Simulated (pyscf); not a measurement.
HO–Zr(F)(F)–F (SMILES [OH][Zr]([F])([F])[F]) + H₂ (SMILES [H][H]) → H₂O (SMILES O) + F–ZrH(F)–F (SMILES [F][ZrH]([F])[F]), a four-centre exchange (singlet surface; O–Zr, H–H broken, H–O, H–Zr formed). PySCF, gas phase, ωB97X-D3(BJ)/def2-SVP geometries. Energies in kcal/mol from the separated reactants.

Small-basis levels: PySCF, no dispersion term, spherical d functions. 

Task: Quick B3LYP/6-31G*+LANL2DZ single points give ΔE‡ = 35.4 kcal/mol and ΔE = +42.4 kcal/mol. What does ωB97M-D3(BJ)/def2-TZVP give, and how far is the quick result from it?

Result: ωB97M-D3(BJ)/def2-TZVP gives ΔE‡ = 32.7 kcal/mol and ΔE = +38.4 kcal/mol. B3LYP/6-31G*+LANL2DZ lies 2.7 kcal/mol over it in the barrier and 4.0 kcal/mol over it in the reaction energy, so on this step it does not hold to within 3.0 kcal/mol. ωB97M-D3(BJ)/def2-TZVP has limits of its own. On the product side the descent ends in an adduct with a O–Zr contact, 20.4 kcal/mol under the separated species and 12.3 kcal/mol under the saddle at ωB97X-D3(BJ)/def2-TZVP. At ωB97M-D3(BJ) the saddle lies under the separated products, which points to a path from their complex (located at ωB97X-D3(BJ) alone), and parting the products costs more than the saddle. What is counted as broken (O–Zr) persists as a longer contact in the product adduct; parting that adduct is a step of its own. At the saddle there is also a short H–Zr contact that neither side keeps. One saddle was located; it need not be the lowest between these sides. In the def2 sets elements past Kr carry core potentials, without spin-orbit coupling.
